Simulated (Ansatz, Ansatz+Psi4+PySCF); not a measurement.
```
atom   x (Å)   y (Å)    z (Å)
  Si  0.0000  0.0000  -0.8332
   N  0.0000  0.0000   0.8332
```

Basis set: cc-pVTZ on N; cc-pV(T+d)Z on Si (spherical functions). Frozen core: 6 orbitals. Correlation on ROHF uses semicanonical orbitals with singles. Charge 0, multiplicity 2.

Computed with Ansatz (development build ahead of 0.2.0); the reference of a correlated method needn't be the lowest determinant of its kind.

Question: Give the atomization energy at this shape (free ground-state atoms in the same class of orbitals less the molecule, no zero-point energy) of doublet SiN by ROHF-CCSD(T), UHF-BCCD(T), UHF-CCSD(T).

Answer:

| method | atomization energy |
| --- | --- |
| ROHF-CCSD(T) | 4.15 eV |
| UHF-BCCD(T) | 4.14 eV |
| UHF-CCSD(T) | 4.05 eV |

Caution: the reference determinant was not shown to be the lowest. Caution for ROHF-CCSD(T): an unrestricted determinant lies well below. Caution for UHF-CCSD(T): another reference gives a lower total; the program doubts this total.
